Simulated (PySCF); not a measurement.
## What PySCF settings do for BCl2

Base input, run as `OMP_NUM_THREADS=1 python input.py` with PySCF 2.14:

```python
from pyscf import gto, scf, ci

mol = gto.M(
    atom='B 0 0 -0.681; Cl 1.5287 0 0.1072; Cl -1.5287 0 0.1072',
    basis='cc-pvdz',
    charge=0,
    spin=1,
    symmetry=True,
    verbose=3,
)
mf = scf.UHF(mol)
mf.kernel()
ci.CISD(mf).kernel()
mf.dip_moment()
print('orbital energies (hartree):', [e[max(0, n-3):n+3].round(4) for e, n in zip(mf.mo_energy, mol.nelec)])
```

Base result: E(SCF) = -943.713909 Eh, E(CISD) − E(SCF) = -0.33139 Eh, ⟨S²⟩ = 0.755, μ(SCF) = 0.07 D. No search for the lowest solution was made.

It ran on Arm Neoverse N1 (1 thread, shared host) in 14 s, peak memory 0.33 GiB.

Each row names what differs from the base; energies in brackets are changes from the base.

```tsv
change	result	wall time (s)
frozen orbitals: 0 → 12	E(SCF) = -943.713909 Eh (+0.0000 eV), E(CISD) − E(SCF) = -0.28504 Eh, ⟨S²⟩ = 0.755, μ(SCF) = 0.07 D	3.6
length unit: angstrom → bohr [unsound on purpose]	E(SCF) = -939.966866 Eh (+101.9622 eV), E(CISD) − E(SCF) = -0.33667 Eh, ⟨S²⟩ = 0.761, μ(SCF) = 0.07 D	13
SCF type: UHF → RHF [runs as restricted open-shell]	E(SCF) = -943.712369 Eh (+0.0419 eV), E(CISD) − E(SCF) = -0.33240 Eh, μ(SCF) = 0.09 D	14
second-order solver: off → on	E(SCF) = -943.713909 Eh (+0.0000 eV), E(CISD) − E(SCF) = -0.33139 Eh, ⟨S²⟩ = 0.755, μ(SCF) = 0.07 D	15
geometry: coordinates × 1 → coordinates × 1.12	E(SCF) = -943.688604 Eh (+0.6886 eV), E(CISD) − E(SCF) = -0.33090 Eh, ⟨S²⟩ = 0.757, μ(SCF) = 0.79 D	14
basis set: cc-pvdz → x2c-svpall; spin-free X2C: off → on	E(SCF) = -946.186812 Eh, E(CISD) − E(SCF) = -0.33717 Eh, ⟨S²⟩ = 0.755, μ(SCF) = 0.00 D	15
functional: none (Hartree–Fock) → scan; SCF type: UHF → UKS; step after the SCF: cisd → analyze	E(SCF) = -945.320882 Eh, ⟨S²⟩ = 0.754, μ(SCF) = 0.34 D	9.6
electric field along z (a.u.): none → 0.005; point-group symmetry: on → off	E(SCF) = -943.714067 Eh (-0.0043 eV), E(CISD) − E(SCF) = -0.33195 Eh, ⟨S²⟩ = 0.755, μ(SCF) = 0.23 D	14
step after the SCF: cisd → frequency [not at a minimum]	E(SCF) = -943.713909 Eh (+0.0000 eV), ⟨S²⟩ = 0.755, μ(SCF) = 0.07 D, wavenumbers 293, 766, 1089 cm⁻¹	18
```

**Question.** Order these changes by how far they move the SCF energy from the base, largest first: (1) SCF type: UHF → RHF; (2) electric field along z (a.u.): none → 0.005; point-group symmetry: on → off; (3) geometry: coordinates × 1 → coordinates × 1.12.

**Answer.** (3) +0.6886 eV, (1) +0.0419 eV, (2) -0.0043 eV.
